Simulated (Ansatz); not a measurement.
bcc Na was calculated with PBE in Ansatz (PAW).

Numerical settings: plane-wave cutoff 520 eV, 22×22×22 k mesh, Fermi–Dirac smearing 0.096 eV (set by the program), scalar-relativistic PAW data made under PBE.

Cell (relaxed at this level):

```
CELL_PARAMETERS angstrom
     -2.09876     2.09876     2.09876
      2.09876    -2.09876     2.09876
      2.09876     2.09876    -2.09876
ATOMIC_POSITIONS crystal
  Na 0.00000 0.00000 0.00000
```

Task: Give the computed Voigt–Reuss–Hill bulk modulus, Poisson ratio and polycrystal shear modulus (Hill average).

Result: 
- Voigt–Reuss–Hill bulk modulus = 7.76 GPa
- Poisson ratio = 0.334
- polycrystal shear modulus (Hill average) = 2.90 GPa

Elastic constants are with the ions relaxed.

Computed values are for the static lattice.

The result took roughly 6 core-minutes.

Ansatz is an electronic-structure program.
